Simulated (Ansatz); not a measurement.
A nudged elastic band was laid between two geometries of AlB$_{2}$H$_{5}$ (8 atoms, charge 0, multiplicity 1).

The calculation used RKS B3LYP-D4/6-31G in Ansatz.

```yaml
movable_images: 8
climbing_image: no
spring: 5.0 eV/Å²
optimiser: quadratic models (default)
start_path: through a guess of the saddle point
force_threshold: 0.05 eV/Å
iteration_limit: 60
end_points: relaxed
```

Initial state:

```xyz
8
Properties=species:S:1:pos:R:3
B -1.099 0.861 -1.304
Al 0.037 0.497 0.452
B 1.064 -1.304 0.906
H -2.272 0.619 -1.375
H -0.615 1.324 -2.300
H 0.135 1.704 1.533
H 2.207 -1.492 0.592
H 0.544 -2.210 1.497
```

Final state:

```xyz
8
Properties=species:S:1:pos:R:3
B -1.097 0.859 -1.301
Al 0.042 0.507 0.455
B 1.061 -1.301 0.904
H -2.270 0.612 -1.369
H -0.616 1.313 -2.302
H 0.141 1.712 1.537
H 0.542 -2.201 1.504
H 2.196 -1.501 0.571
```

Q: What changes between the two ends?

A: No bond is made or broken. The dihedral B1–Al2–B3–H7 goes from 91 to -90°. The two ends are copies of one structure, up to a mirror image or an exchange of like atoms.

Q: Give the energies along the band, and the barrier.

A: The forces met the threshold. The highest image is number 4 of 0 to 9, 0.212 eV above the ends, which have the same energy within 2 meV. No image climbed, so the highest image needn't sit at the top of the path. Limits of this set-up: no polarisation functions.

```tsv
image	path coordinate (Å)	energy (eV)	dihedral B1–Al2–B3–H7 (°)
0	0.00	0.000	91
1	0.46	0.023	111
2	0.92	0.084	131
3	1.39	0.157	151
4	1.85	0.212	171
5	2.32	0.211	-170
6	2.78	0.156	-150
7	3.25	0.080	-130
8	3.71	0.021	-110
9	4.18	0.000	-90
```

Q: What is the geometry of the highest image?

A: 
```xyz
8
Properties=species:S:1:pos:R:3
B -1.029 0.878 -1.345
Al -0.027 0.517 0.486
B 1.084 -1.312 0.923
H -2.158 0.503 -1.522
H -0.547 1.451 -2.285
H -0.133 1.657 1.634
H 1.770 -1.420 1.899
H 1.042 -2.274 0.209
```

Run time: 5 min on 1 thread of Intel(R) Xeon(R) Platinum 8488C (Sapphire Rapids), with other jobs on the host, peak memory 0.12 GiB.
